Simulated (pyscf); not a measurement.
**Routes from H₂N–BH–Cl + hydrogen chloride (HCl)**

Candidate steps break at most two bonds and form at most two. Each was searched with GFN2-xTB (tblite) first. PySCF, gas phase, ωB97X-D3(BJ)/def2-SVP geometries. Energies: ωB97M-D3(BJ)/def2-TZVP, kcal/mol, from the separated reactants, singlet surface; ΔG‡ with ideal gas, 1 atm, RRHO with modes under 100 cm⁻¹ raised to 100, one conformer, R ln 2 for chiral ones without a mode under 150 cm⁻¹.

```json
[
 {"products": "Cl–BH–Cl + NH₃", "type": "four-centre exchange", "ΔE‡": "16.3", "ΔE": "+12.2", "ΔG‡ 298 K": "25.7", "ΔG‡ 900 K": "46.4", "ν‡ (cm⁻¹)": "1144i"},
 {"products": "H₂N–B(Cl)–Cl + H₂", "type": "four-centre exchange", "ΔE‡": "33.9", "ΔE": "-13.2", "ΔG‡ 298 K": "42.8", "ΔG‡ 900 K": "62.5", "ν‡ (cm⁻¹)": "973i"}
]
```

Row 1: On the product side the descent ends in an adduct with a B–N contact (not fully relaxed), 28.9 kcal/mol under the separated species and 33.3 kcal/mol under the saddle at ωB97X-D3(BJ)/def2-TZVP. 

Plain bond fissions and candidates not yet searched are not listed, and one of them may be faster. Each barrier is that of the saddle found; lower ones may exist.
